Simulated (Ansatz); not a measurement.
# H₂Al–Al, triplet: reading a ladder of total energies

Geometry: a point of a breathe scan, not a stationary point.

```csv
atom,x (Å),y (Å),z (Å)
Al,0.0000,0.0000,-2.3947
Al,0.0000,0.0000,2.6802
H,0.0000,2.8283,-3.8214
H,0.0000,-2.8283,-3.8214
```

Basis 6-31G; Ansatz 0.2.0. Only valence electrons are correlated (noble-gas cores frozen), which leaves 8 electrons in 20 orbitals. Prefix R: restricted or restricted open-shell reference.

Full CI is exact within this basis and frozen core; it isn't the basis-set limit.

The cluster runs stand on a determinant 1.02 eV above the lowest RHF solution, chosen by trial CCSD; the correlation energy below is counted from it.

Runs differ by some tens of microhartree through their thresholds and, for an open shell, their frozen cores, so steps under 0.03 kcal/mol mean nothing.

```json
{"level": "RHF determinant under the cluster runs", "total energy (hartree)": "-484.641013"}
{"level": "RCCSD*", "total energy (hartree)": "-484.788543"}
{"level": "RCCSD(T)*", "total energy (hartree)": "-484.791964"}
{"level": "RCCSDT*", "total energy (hartree)": "-484.793317"}
{"level": "RCCSDT(Q)*", "total energy (hartree)": "-484.793436"}
{"level": "full CI", "total energy (hartree)": "-484.793458"}
```

**Question.** What is the correlation energy at full CI, and what share of it do RMP2 and RCCSDT recover?

**Answer.** E(corr) = -484.793458 − (-484.641013) = -0.152445 hartree = -4.148 eV. RCCSD: -0.147530 / -0.152445 = 96.78 %. RCCSDT: -0.152304 / -0.152445 = 99.91 %.

**Question.** By how many kcal/mol does RCCSD(T) miss full CI (1 hartree = 627.509 kcal/mol), and which steps make up the rest?

**Answer.** -484.791964 − (-484.793458) = 0.001494 hartree = 0.94 kcal/mol. Steps: RCCSDT − RCCSD(T) = -0.85, RCCSDT(Q) − RCCSDT = -0.07, full CI − RCCSDT(Q) = -0.01 kcal/mol. With more than one leading determinant such errors change with state and geometry, and needn't cancel in differences.

An asterisk marks runs whose energy the program itself flagged as in doubt.
